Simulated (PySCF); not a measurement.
# CH3Al (SMILES C[Al]): a chain of runs

We compute a series of 19 runs (PBE0-D4/def2-TZVP, CCSD(T)/def2-TZVPP, RI-MP2/def2-QZVPP, PBE-D4/def2-TZVPP, r2SCAN-D4/def2-TZVPP, B3LYP-D4/def2-TZVPP, PBE0-D4/def2-TZVPP, wB97M-V/def2-TZVPP, and more) of CH3Al. 

The results are computed with PySCF 2.14.0.

1 further run of the same task is left out (for a faulty analytic Hessian).

## Step 1: The system as given

CH3Al has 5 atoms, charge 0, and is taken as a singlet. As SMILES, `C[Al]`. All atoms were displaced at random from a relaxed shape. The run starts from this shape.

Bond lengths: C1–Al2 1.925 Å, C1–H3 1.119 Å, C1–H4 1.070 Å, C1–H5 1.123 Å. Angles: Al2–C1–H3 112.8°, Al2–C1–H4 110.1°, Al2–C1–H5 110.8°, H3–C1–H4 109.4°, H3–C1–H5 108.6°, H4–C1–H5 104.9°.

## Step 2: A geometry optimisation at PBE0-D4/def2-TZVP (density fitting with def2-universal-jkfit) (run 1)

Contents of mol.xyz:

```xyz
5
CH3Al
C     -0.109941    -0.086938     0.059265
Al     1.539056     0.647341    -0.610768
H     -0.227484    -1.173679    -0.177906
H     -0.171683     0.054847     1.117730
H     -0.992854     0.467929    -0.358720
```

Contents of job.py:

```python
from pyscf import gto, dft
from pyscf.geomopt.geometric_solver import kernel as optimise

molecule = gto.M(
    atom='mol.xyz',
    max_memory=1860,
    basis='def2-tzvp',
    verbose=3,
)

mf = dft.RKS(molecule)
mf.xc = 'pbe0'
mf = mf.density_fit(auxbasis='def2-universal-jkfit')
mf.disp = 'd4'
mf.grids.level = 4
mf.max_cycle = 100
mf.conv_tol = 1e-09
converged, mol_eq = optimise(mf, maxsteps=100)
print('converged:', converged)
print(mol_eq.tostring())

mf.reset(mol_eq)
molecule = mol_eq
mf.kernel()
etot = mf.e_tot
print('E(%s) = %.9f' % ('PBE0', etot))
```

Run with:

```sh
$ OMP_NUM_THREADS=1 python job.py
```

Standard output:

```text
maxiter                   100
----------------------------------------------------------
Custom engine selected.
Bonds will be generated from interatomic distances less than 1.20 times sum of covalent radii
15 internal coordinates being used (instead of 15 Cartesians)
Internal coordinate system (atoms numbered from 1):
Distance 1-2
Distance 1-3
Distance 1-4
Distance 1-5
Angle 2-1-3
Angle 2-1-4
Angle 2-1-5
Angle 3-1-4
Angle 3-1-5
Angle 4-1-5
Translation-X 1-5
Translation-Y 1-5
Translation-Z 1-5
Rotation-A 1-5
Rotation-B 1-5
Rotation-C 1-5
> ===== Optimization Info: ====
> Job type: Energy minimization
> Maximum number of optimization cycles: 100
> Initial / maximum trust radius (Angstrom): 0.100 / 0.300
> Convergence Criteria:
> Will converge when all 5 criteria are reached:
>  |Delta-E| < 1.00e-06
>  RMS-Grad  < 3.00e-04
>  Max-Grad  < 4.50e-04
>  RMS-Disp  < 1.20e-03
>  Max-Disp  < 1.80e-03
> === End Optimization Info ===

Geometry optimization cycle 1
Cartesian coordinates (Angstrom)
 Atom        New coordinates             dX        dY        dZ
   C  -0.109941  -0.086938   0.059265    0.000000  0.000000  0.000000
  Al   1.539056   0.647341  -0.610768    0.000000  0.000000  0.000000
   H  -0.227484  -1.173679  -0.177906    0.000000  0.000000  0.000000
   H  -0.171683   0.054847   1.117730    0.000000  0.000000  0.000000
   H  -0.992854   0.467929  -0.358720    0.000000 -0.000000  0.000000

WARN: Mole.unit (angstrom) is changed to Bohr

converged SCF energy = -282.158387817695
--------------- DFRKS_Scanner gradients ---------------
         x                y                z
0 C     0.0230160256     0.0082325323     0.0205381014
1 Al    -0.0143471314    -0.0062483103     0.0065035456
2 H     0.0009081507    -0.0129791327    -0.0041367464
3 H     0.0009932588     0.0015067203    -0.0201748781
4 H    -0.0105693317     0.0094849886    -0.0027306947
----------------------------------------------
cycle 1: E = -282.158387818  dE = -282.158  norm(grad) = 0.0459599
Step    0 : Gradient = 2.055e-02/3.193e-02 (rms/max) Energy = -282.1583878177
Hessian Eigenvalues: 5.00000e-02 5.00000e-02 5.00000e-02 ... 3.12172e-01 3.17150e-01 3.72677e-01

Geometry optimization cycle 2
Cartesian coordinates (Angstrom)
 Atom        New coordinates             dX        dY        dZ
   C  -0.118721  -0.082718   0.058044   -0.008780  0.004220 -0.001221
  Al   1.572875   0.661962  -0.636462    0.033819  0.014621 -0.025694
   H  -0.244408  -1.147120  -0.171821   -0.016924  0.026559  0.006085
   H  -0.186494   0.035223   1.147431   -0.014811 -0.019624  0.029701
   H  -0.986208   0.442322  -0.367556    0.006646 -0.025607 -0.008836
converged SCF energy = -282.160692368313
--------------- DFRKS_Scanner gradients ---------------
         x                y                z
0 C     0.0034781092    -0.0011865654    -0.0004105634
1 Al    -0.0028607056    -0.0010408546     0.0012611934
2 H    -0.0000900932     0.0007945456    -0.0005038936
3 H    -0.0000289525     0.0010029283    -0.0003870415
4 H    -0.0004977406     0.0004271710     0.0000403786
----------------------------------------------
cycle 2: E = -282.160692368  dE = -0.00230455  norm(grad) = 0.00519741
Step    1 : Displace = 3.289e-02/4.492e-02 (rms/max) Trust = 1.000e-01 (=) Grad = 2.324e-03/3.698e-03 (rms/max) E (change) = -282.1606923683 (-2.305e-03) Quality = 1.082
Hessian Eigenvalues: 5.00000e-02 5.00000e-02 5.00000e-02 ... 3.11588e-01 3.26233e-01 3.81506e-01

Geometry optimization cycle 3
Cartesian coordinates (Angstrom)
 Atom        New coordinates             dX        dY        dZ
   C  -0.121602  -0.079937   0.058196   -0.002881  0.002781  0.000152
  Al   1.581193   0.664524  -0.640924    0.008318  0.002562 -0.004462
   H  -0.244968  -1.146258  -0.168292   -0.000560  0.000863  0.003528
   H  -0.188889   0.029770   1.149293   -0.002394 -0.005453  0.001863
   H  -0.988728   0.441734  -0.368640   -0.002520 -0.000589 -0.001084
converged SCF energy = -282.160750156932
--------------- DFRKS_Scanner gradients ---------------
         x                y                z
0 C     0.0007242214    -0.0005047942    -0.0005941072
1 Al    -0.0005520733    -0.0000201553     0.0002643396
2 H    -0.0002532976     0.0003009165     0.0000651251
3 H    -0.0000031485     0.0002076973     0.0002396896
4 H     0.0000847738     0.0000135324     0.0000252751
----------------------------------------------
cycle 3: E = -282.160750157  dE = -5.77886e-05  norm(grad) = 0.00133225
Step    2 : Displace = 5.865e-03/9.781e-03 (rms/max) Trust = 1.414e-01 (+) Grad = 5.958e-04/1.064e-03 (rms/max) E (change) = -282.1607501569 (-5.779e-05) Quality = 1.183
Hessian Eigenvalues: 4.99997e-02 5.00000e-02 5.00000e-02 ... 3.12461e-01 3.24575e-01 3.83732e-01

Geometry optimization cycle 4
Cartesian coordinates (Angstrom)
 Atom        New coordinates             dX        dY        dZ
   C  -0.122825  -0.078380   0.058690   -0.001222  0.001557  0.000495
  Al   1.583514   0.663647  -0.642228    0.002321 -0.000877 -0.001304
   H  -0.243121  -1.145515  -0.168131    0.001847  0.000743  0.000161
   H  -0.189944   0.028476   1.149781   -0.001055 -0.001294  0.000488
   H  -0.990651   0.441796  -0.368500   -0.001923  0.000062  0.000140
converged SCF energy = -282.160755260294
--------------- DFRKS_Scanner gradients ---------------
         x                y                z
0 C     0.0001339511    -0.0002870062    -0.0002289228
1 Al     0.0000068634     0.0001787426     0.0000238206
2 H    -0.0002040099     0.0000278581     0.0001417592
3 H     0.0000287853     0.0000117652     0.0001125283
4 H     0.0000347482     0.0000657876    -0.0000486520
----------------------------------------------
cycle 4: E = -282.16075526  dE = -5.10336e-06  norm(grad) = 0.000518949
Step    3 : Displace = 2.133e-03/2.776e-03 (rms/max) Trust = 2.000e-01 (+) Grad = 2.321e-04/3.908e-04 (rms/max) E (change) = -282.1607552603 (-5.103e-06) Quality = 1.313
Hessian Eigenvalues: 4.99859e-02 5.00000e-02 5.00000e-02 ... 3.12465e-01 3.29885e-01 3.79707e-01

Geometry optimization cycle 5
Cartesian coordinates (Angstrom)
 Atom        New coordinates             dX        dY        dZ
   C  -0.123739  -0.076773   0.059314   -0.000915  0.001607  0.000624
  Al   1.584606   0.661690  -0.643074    0.001092 -0.001957 -0.000846
   H  -0.240497  -1.144247  -0.168975    0.002624  0.001268 -0.000844
   H  -0.191006   0.028044   1.150316   -0.001062 -0.000432  0.000535
   H  -0.992428   0.441591  -0.368017   -0.001777 -0.000205  0.000483
converged SCF energy = -282.160757724379
--------------- DFRKS_Scanner gradients ---------------
         x                y                z
0 C    -0.0001560054    -0.0001664324     0.0000069719
1 Al     0.0001948296     0.0001949417    -0.0000636663
2 H    -0.0001141837    -0.0000546069     0.0001140287
3 H     0.0000442993    -0.0000410308    -0.0000032555
4 H     0.0000312444     0.0000642338    -0.0000532960
----------------------------------------------
cycle 5: E = -282.160757724  dE = -2.46408e-06  norm(grad) = 0.000415598
Step    4 : Displace = 2.179e-03/3.069e-03 (rms/max) Trust = 2.828e-01 (+) Grad = 1.859e-04/2.829e-04 (rms/max) E (change) = -282.1607577244 (-2.464e-06) Quality = 1.464
Hessian Eigenvalues: 3.50466e-02 5.00000e-02 5.00000e-02 ... 3.12490e-01 3.30723e-01 3.88258e-01

Geometry optimization cycle 6
Cartesian coordinates (Angstrom)
 Atom        New coordinates             dX        dY        dZ
   C  -0.124474  -0.074851   0.060021   -0.000735  0.001922  0.000707
  Al   1.585127   0.658888  -0.643788    0.000521 -0.002802 -0.000714
   H  -0.237151  -1.142456  -0.170448    0.003346  0.001791 -0.001473
   H  -0.192235   0.027985   1.150996   -0.001229 -0.000060  0.000680
   H  -0.994373   0.441192  -0.367319   -0.001945 -0.000400  0.000698
converged SCF energy = -282.160759375396
--------------- DFRKS_Scanner gradients ---------------
         x                y                z
0 C    -0.0002314777    -0.0000672580     0.0001289147
1 Al     0.0001740879     0.0001010667    -0.0000671685
2 H    -0.0000040865    -0.0000468863     0.0000326649
3 H     0.0000406940    -0.0000280383    -0.0000605264
4 H     0.0000207857     0.0000381926    -0.0000327932
----------------------------------------------
cycle 6: E = -282.160759375  dE = -1.65102e-06  norm(grad) = 0.000363471
Step    5 : Displace = 2.693e-03/4.105e-03 (rms/max) Trust = 3.000e-01 (+) Grad = 1.625e-04/2.734e-04 (rms/max) E (change) = -282.1607593754 (-1.651e-06) Quality = 1.228
Hessian Eigenvalues: 3.16836e-02 5.00000e-02 5.00000e-02 ... 3.12491e-01 3.28954e-01 3.87253e-01

Geometry optimization cycle 7
Cartesian coordinates (Angstrom)
 Atom        New coordinates             dX        dY        dZ
   C  -0.124459  -0.074250   0.060153    0.000015  0.000600  0.000132
  Al   1.584971   0.657960  -0.643889   -0.000156 -0.000928 -0.000101
   H  -0.236185  -1.141809  -0.171009    0.000966  0.000647 -0.000561
   H  -0.192603   0.028130   1.151182   -0.000368  0.000145  0.000186
   H  -0.994841   0.441008  -0.367065   -0.000468 -0.000184  0.000253
converged SCF energy = -282.160759661293
--------------- DFRKS_Scanner gradients ---------------
         x                y                z
0 C    -0.0001079672    -0.0000322477     0.0000676695
1 Al     0.0000577488     0.0000253182    -0.0000228922
2 H     0.0000172555    -0.0000093861    -0.0000027408
3 H     0.0000212404    -0.0000010628    -0.0000286847
4 H     0.0000116746     0.0000144487    -0.0000121688
----------------------------------------------
cycle 7: E = -282.160759661  dE = -2.85897e-07  norm(grad) = 0.000154718
Step    6 : Displace = 8.277e-04/1.281e-03 (rms/max) Trust = 3.000e-01 (=) Grad = 6.919e-05/1.314e-04 (rms/max) E (change) = -282.1607596613 (-2.859e-07) Quality = 1.216
Hessian Eigenvalues: 3.16836e-02 5.00000e-02 5.00000e-02 ... 3.12491e-01 3.28954e-01 3.87253e-01
Converged! =D

converged: True
C          -0.12445871       -0.07425039        0.06015275
Al          1.58497101        0.65795988       -0.64388897
H          -0.23618462       -1.14180889       -0.17100857
H          -0.19260275        0.02813006        1.15118188
H          -0.99484061        0.44100762       -0.36706519
converged SCF energy = -282.160759661339
E(PBE0) = -282.160759661
```

Run time: 35 s. Hardware: 1 thread of AMD EPYC 7R43 (Zen 3), shared host; peak memory 0.83 GiB.

The path in brief:

| step | energy from the first frame kept (eV) | largest force (eV/Å) |
| --- | --- | --- |
| 0 | 0.0000 | 1.6417 |
| 1 | -0.0627 | 0.1901 |
| 2 | -0.0643 | 0.0547 |
| 3 | -0.0644 | 0.0201 |
| 4 | -0.0645 | 0.0145 |
| 5 | -0.0645 | 0.0141 |
| 6 | -0.0645 | 0.0068 |

After the run. Bond lengths: C1–Al2 1.988 Å, C1–H3 1.098 Å, C1–H4 1.098 Å, C1–H5 1.098 Å. Angles: Al2–C1–H3 111.8°, Al2–C1–H4 111.8°, Al2–C1–H5 111.8°, H3–C1–H4 107.1°, H3–C1–H5 107.1°, H4–C1–H5 107.1°.

## Step 3: A single-point energy at CCSD(T)/def2-TZVPP (run 3)

Contents of run.py:

```python
from pyscf import gto, cc

molecule = gto.Mole()
molecule.atom = '''
C       -0.124459      -0.074250       0.060153
Al       1.584971       0.657960      -0.643889
H       -0.236185      -1.141809      -0.171009
H       -0.192603       0.028130       1.151182
H       -0.994841       0.441008      -0.367065
'''
molecule.verbose = 3
molecule.basis = 'def2-tzvpp'
molecule.max_memory = 1860
molecule.build()

myscf = molecule.RHF()
myscf.conv_tol = 1e-10
myscf.kernel()
if not myscf.converged:
    myscf = myscf.newton().run(myscf.mo_coeff, myscf.mo_occ)

mycc = cc.CCSD(myscf, frozen=6)
mycc.kernel()
e_t = mycc.ccsd_t()
e_tot = mycc.e_tot + e_t
print(f'total energy: {e_tot:.8f} hartree')
```

Run with:

```sh
$ OMP_NUM_THREADS=1 python run.py
```

Standard output:

```text
converged SCF energy = -281.522679573067
E(CCSD) = -281.79070384466  E_corr = -0.2680242715929484
CCSD(T) correction = -0.00957541816817259
total energy: -281.80027926 hartree
```

It took 26 s on 1 thread of AMD EPYC 7R43 (Zen 3), shared host; peak memory 0.9 GiB.

Runs 4 to 7 aren't shown in full; the table further down has their settings and results.

## Step 4: The energy at PBE0-D4/def2-TZVPP (run 8)

Contents of input.py:

```python
from pyscf import gto, dft

system = gto.Mole()
system.atom = [
    ('C', (-0.124459, -0.074250, 0.060153)),
    ('Al', (1.584971, 0.657960, -0.643889)),
    ('H', (-0.236185, -1.141809, -0.171009)),
    ('H', (-0.192603, 0.028130, 1.151182)),
    ('H', (-0.994841, 0.441008, -0.367065)),
]
system.basis = 'def2-tzvpp'
system.verbose = 3
system.max_memory = 1860
system.build()

mf = dft.RKS(system, xc='pbe0')
mf.conv_tol = 1e-10
mf.grids.level = 5
mf.disp = 'd4'
mf.kernel()
if not mf.converged:
    mf = mf.newton().run(mf.mo_coeff, mf.mo_occ)

energy = mf.e_tot
print('E = %.10f Eh' % energy)
```

Run with:

```sh
$ OMP_NUM_THREADS=1 python input.py
```

Standard output:

```text
converged SCF energy = -282.161906547517
E = -282.1619065475 Eh
```

It took 10 s on 1 thread of AMD EPYC 7R43 (Zen 3), shared host; peak memory 0.59 GiB.

Runs 9 to 19 aren't shown in full; the table further down has their settings and results.

## Step 5: The doublet cation: the energy at UB3LYP/6-31G(d) (spherical functions) (run 20)

Contents of calc.py:

```python
from pyscf import gto, dft

molecule = gto.M(
    atom=[
    ('C', (-0.124459, -0.074250, 0.060153)),
    ('Al', (1.584971, 0.657960, -0.643889)),
    ('H', (-0.236185, -1.141809, -0.171009)),
    ('H', (-0.192603, 0.028130, 1.151182)),
    ('H', (-0.994841, 0.441008, -0.367065)),
],
    verbose=3,
    charge=1,
    spin=1,
    max_memory=1860,
    basis='6-31g*',
)

mf = dft.UKS(molecule)
mf.xc = 'b3lyp'
mf.conv_tol = 1e-10
mf.grids.level = 5
mf.kernel()
if not mf.converged:
    mf = mf.newton().run(mf.mo_coeff, mf.mo_occ)

e_tot = mf.e_tot
print('E = %.10f Eh' % e_tot)
```

Run with:

```sh
$ OMP_NUM_THREADS=1 python calc.py
```

Standard output:

```text
WARN: HOMO -0.208286982073204 >= LUMO -0.208286982073203

converged SCF energy = -282.02890048799  <S^2> = 0.7564296  2S+1 = 2.0064193
E = -282.0289004880 Eh
```

Run time: 6.9 s. Hardware: 1 thread of AMD EPYC 7R43 (Zen 3), shared host; peak memory 0.24 GiB.

## Step 6: Overview of the runs

| run | level | task | integral approximation | partner | energy (Eh) | dipole moment (D) of the reference | HOMO energy (eV) | LUMO energy (eV) | wall time |
| --- | --- | --- | --- | --- | --- | --- | --- | --- | --- |
| 1 | PBE0-D4/def2-TZVP (density fitting with def2-universal-jkfit) | optimise | def2-universal-jkfit | base | -282.160760 | 0.73 | -5.58 | -1.36 | 35 s |
| 3 | CCSD(T)/def2-TZVPP | energy | none | base | -281.800279 | 0.82 | -7.59 | 1.24 | 26 s |
| 4 | RI-MP2/def2-QZVPP (density fitting with def2-universal-jkfit) | energy | def2-universal-jkfit | base | -281.784732 | 0.83 | -7.60 | 0.93 | 2.2 s |
| 5 | PBE-D4/def2-TZVPP | energy | none | base | -282.133199 | 0.71 | -4.65 | -2.08 | 9.3 s |
| 6 | r2SCAN-D4/def2-TZVPP | energy | none | base | -282.267235 | 0.82 | -4.82 | -1.94 | 18 s |
| 7 | B3LYP-D4/def2-TZVPP | energy | none | base | -282.360472 | 0.55 | -5.42 | -1.51 | 11 s |
| 8 | PBE0-D4/def2-TZVPP | energy | none | base | -282.161907 | 0.74 | -5.58 | -1.36 | 10 s |
| 9 | wB97M-V/def2-TZVPP | energy | none | base | -282.285942 | 0.42 | -7.49 | 0.40 | 52 s |
| 10 | B2PLYP/def2-TZVPP | energy | none | base | -282.171003 | 0.62 | -6.33 | -0.33 | 11 s |
| 11 | SVWN5/def2-TZVPP | energy | none | base | -280.890561 | 0.70 | -4.72 | -2.20 | 6.6 s |
| 12 | M06-2X/def2-TZVPP | energy | none | base | -282.287570 | 0.46 | -6.46 | -0.60 | 20 s |
| 13 | B3LYP/6-31G* (spherical functions) | energy | none | base | -282.311526 | 0.95 | -5.27 | -1.44 | 4.2 s |
| 14 | HF/STO-3G | energy | none | base | -278.111116 | 1.60 | -3.92 | 9.91 | 0.71 s |
| 15 | UCCSD(T)/def2-TZVPP | energy | none | cation | -281.511962 | – | -15.98 | -6.07 | 93 s |
| 16 | UPBE-D4/def2-TZVPP | energy | none | cation | -281.850847 | – | -12.10 | -10.66 | 16 s |
| 17 | UB3LYP-D4/def2-TZVPP | energy | none | cation | -282.073606 | – | -12.96 | -10.14 | 20 s |
| 18 | UPBE0-D4/def2-TZVPP | energy | none | cation | -281.879112 | – | -13.20 | -9.74 | 19 s |
| 19 | U-wB97M-V/def2-TZVPP (density fitting with def2-universal-jkfit) | energy | def2-universal-jkfit | cation | -282.000586 | – | -14.99 | -8.07 | 53 s |
| 20 | UB3LYP/6-31G* (spherical functions) | energy | none | cation | -282.028900 | – | -12.95 | -10.11 | 6.9 s |

## Step 7: Summary of results

```
                                                               quantity          value
                                   doublet cation, run 20: total energy  -282.02890 Eh
             doublet cation, run 20: HOMO energy (highest over α and β)      -12.95 eV
              doublet cation, run 20: LUMO energy (lowest over α and β)      -10.11 eV
                                           doublet cation, run 20: ⟨S²⟩          0.756
 vertical ionisation energy (to the doublet cation), CCSD(T)/def2-TZVPP       7.846 eV
  vertical ionisation energy (to the doublet cation), PBE-D4/def2-TZVPP       7.683 eV
vertical ionisation energy (to the doublet cation), B3LYP-D4/def2-TZVPP       7.806 eV
 vertical ionisation energy (to the doublet cation), PBE0-D4/def2-TZVPP       7.695 eV
       vertical ionisation energy (to the doublet cation), B3LYP/6-31G*       7.691 eV
```

**Reading.** At CCSD(T)/def2-TZVPP: the vertical ionisation energy comes to 7.85 eV (181 kcal/mol). At PBE-D4/def2-TZVPP: removing an electron at fixed nuclei costs 7.68 eV (177 kcal/mol). The negative HOMO energy of the first species, 4.65 eV, lies 3.03 eV below that difference. At B3LYP-D4/def2-TZVPP: removing an electron at fixed nuclei costs 7.81 eV (180 kcal/mol). The negative HOMO energy of the first species, 5.42 eV, lies 2.39 eV below that difference. At PBE0-D4/def2-TZVPP: removing an electron at fixed nuclei costs 7.70 eV (177 kcal/mol). Totals of different functionals can't be ranked against each other. In run 14 the basis is minimal, so the values are rough. All runs together took 6.9 min, the longest 93 s.
